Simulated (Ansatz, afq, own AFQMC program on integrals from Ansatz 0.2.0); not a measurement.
AFQMC on a folder of integrals that Ansatz 0.2.0 wrote.

```yaml
crystal:
  periodic: [false, false, false]
  atoms:
    - {symbol: Ge, position_ang: [-0.031315, 0.000000, 0.282374]}
    - {symbol: B, position_ang: [0.149224, -0.000001, -1.808848]}
    - {symbol: H, position_ang: [0.411862, 1.276988, 1.000148]}
    - {symbol: H, position_ang: [0.411862, -1.276987, 1.000149]}
    - {symbol: H, position_ang: [-0.167489, -0.000001, -2.948921]}
basis:
  gaussian: {orbitals: cc-pVDZ}
magnetization: {spin_polarized: false}
correlation: {method: ccsd_t, electrons: outside_noble_gas, hamiltonian_folder: ham}
```

```sh
$ ansatz run in.yaml --threads 1 --pin off --events-out ev --progress --plain --max-ram 1382MiB
```

afq runs on the folder ham with

```
--method phaseless --trial cisd --walkers 60 --populations 1 --least-time 40 --time-step 0.005 --steps-per-block 50 --equilibration-blocks 28 --max-blocks 300 --target-error 0.00038 --factor-cut 1e-05 --seed 8304 --release-times 0.24,0.51,0.99,1.62,2.4 --release-step 0.03 --release-every 4 --taylor-order 6
```

Times are imaginary, in 1/Eh. The walk had a cap of 656 s. Filled inner d shells are frozen with the cores.

Log:

```
orbitals 41  electrons 5 5  factors 332 of 590
reference energy -2101.63573449 Eh
CCSD correlation -0.21245194 Eh in 12 cycles, weight of the determinant in the CISD state 0.8386
energy of the start -2101.848186 Eh
 block  time / (1/Eh)  mean weight  energy / Eh
     1     0.250  0.9997  -2101.844813
     2     0.500  0.9974  -2101.845757
     3     0.750  0.9991  -2101.847483
     4     1.000  1.0018  -2101.851460
     5     1.250  0.9999  -2101.853545
     7     1.750  1.0002  -2101.855662
     9     2.250  1.0021  -2101.853715
    17     4.250  1.0019  -2101.864087
    33     8.250  1.0004  -2101.849753
    49    12.250  1.0004  -2101.856181
    65    16.250  1.0011  -2101.864001
    81    20.250  1.0019  -2101.862498
    97    24.250  1.0010  -2101.856180
   105    26.250  0.9987  -2101.865659
   113    28.250  0.9994  -2101.863579
   129    32.250  0.9988  -2101.856689
   145    36.250  1.0022  -2101.855004
   161    40.250  0.9990  -2101.860093
   177    44.250  0.9991  -2101.858269
   193    48.250  1.0006  -2101.854488
   209    52.250  0.9993  -2101.861689
   225    56.250  0.9999  -2101.855216
   241    60.250  1.0021  -2101.859809
   257    64.250  1.0007  -2101.853767
   273    68.250  0.9979  -2101.851635
   289    72.250  0.9997  -2101.861405
   305    76.250  1.0001  -2101.854096
   321    80.250  0.9975  -2101.854509
blocks merged  error / Eh  count
     1  0.000310  300
     2  0.000399  150
     4  0.000465  75
     8  0.000522  37
    16  0.000651  18
    32  0.000649  9
released: time / (1/Eh)  energy / Eh  error  mean overlap
  0.24  -2101.859006  0.000752  0.9994
  0.51  -2101.859503  0.000662  0.9965
  0.99  -2101.859719  0.000665  0.9824
  1.62  -2101.858504  0.000644  0.9933
  2.40  -2101.857159  0.000568  1.0512
energy -2101.857713 +/- 0.000651 Eh
(rows thinned)
```

The run passed its tests (sampling time, drift between the halves within three errors, error under three times the target), which doesn't prove that it has relaxed. The second half of the sampling lies above the first by 1.7 errors of their difference, so the energy may still be moving and its error bar be too small.

Against this walk (error 17.7 meV) on the same determinant: CCSD(T) 12.0 meV higher (within the noise), CCSDT(Q) 47.1 meV lower. The error is statistical and leaves out the bias of the constraint. None of these is a sure reference here. Released to 2.40 1/Eh the energy moves by 15 ± 24 meV (both errors), within twice the noise.

Cautions: constraint bias not in the error; error above the target (17.7 against 10.3 meV); no relativity below Rb; no spin-orbit coupling; inner d shell frozen; higher spins were not checked; restricted determinant unstable towards unrestricted (UHF 447 meV lower, ⟨S²⟩ 0.69); strong correlation (T1 0.025, weight of the determinant 0.84, largest double 0.22); released walk and highest rung disagree (by 62 meV at 2.40 1/Eh); the bias of populations of 60 walkers isn't removed.

The walk took 110 s on 1 thread of AMD EPYC 9R45 96-Core Processor (Zen 5) (shared host). The log's last line is the phaseless energy.

CCSDT and higher add their correlation energy to the determinant of the CCSD(T) run, since their own runs factorise the integrals more tightly (a shift of under 2 meV). A walk keeps the symmetry of its determinant, which the program's search chose and which needn't be the lowest solution, so a lower state of the same spin and another symmetry isn't excluded.
